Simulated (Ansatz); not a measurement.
Base system: CdTe in the zinc blende structure (space group F-43m, No. 216; a = 6.490 Å).

Calculations: Kohn–Sham DFT with the PBEsol functional, run in Ansatz (a quantum-chemistry and plane-wave program) with PAW and 420 eV plane waves, spin-orbit coupling left out, earlier PAW set.

Now apply this change: every Te is replaced by Se; the structure is relaxed again.

Measured lattice parameter a: CdTe 6.48 Å (room temperature; as listed in M J Lucero, T M Henderson, G E Scuseria, Journal of Physics Condensed Matter (2012)); CdSe 6.077 Å (room temperature; as listed in arXiv:1206.3780).

Question: How well does PBEsol reproduce the measured shift?

Answer: With PBEsol the lattice parameter a moves by -0.408 Å (6.490 → 6.082) against -0.403 Å measured.

Stability against distortions was not tested.
